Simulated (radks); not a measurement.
# N³⁺ in [He] 2s1.75 2p0.25: an all-electron calculation

An exercise on one series of results from a longer session: the logs are not shown, and one member is left open.

Program: radks (a radial shooting solver on a logarithmic mesh, Libxc functionals) version 1. Level of theory: scalar-relativistic Kohn-Sham, LDA (Slater exchange, VWN5 correlation), spin-polarised, spherical densities, point nucleus; open shells are filled with parallel spins first. These are calculated values, not measurements, unless marked.

### What is computed

| Quantity | Value |
| --- | --- |
| element | nitrogen (Z = 7) |
| charge | +3 |
| electrons | 4 |
| configuration | [He] 2s1.75 2p0.25 |

The first run:

Settings of this run:

```text
Z 7
configuration [He] 2s1.75 2p0.25 3s0 3p0 3d0
relativity scalar-relativistic
functional lda,vwn5
spin polarised
nucleus point
c 137.035999084
```

One of the session's tables, all rows but one given; the rest of the session is left out.

It belongs to the step «Orbitals and density». Radial moments (bohr):

```
  level     <r>  outermost maximum (interpolated)  90 % within  nodes
  1s up  0.2304                             0.149        0.413      0
1s down  0.2302                             0.149        0.412      0
  2s up       ?                                 ?            ?      ?
2s down   1.115                             0.928         1.72      1
  2p up   1.031                             0.801         1.68      0
2p down   1.040                             0.804         1.70      0
  3s up   2.865                              2.65         4.18      2
3s down   2.896                              2.68         4.23      2
  3p up   2.935                              2.71         4.37      1
3p down   2.973                              2.74         4.42      1
  3d up   2.648                              2.20         4.07      0
3d down   2.708                              2.26         4.16      0
```

**Question.** Estimate the row for 2s up.

**Answer.** <r>: 1.106; outermost maximum (interpolated): 0.924; 90 % within: 1.71; nodes: 1. In the column «<r>» it lies between 2p down (1.040) and 2s down (1.115).
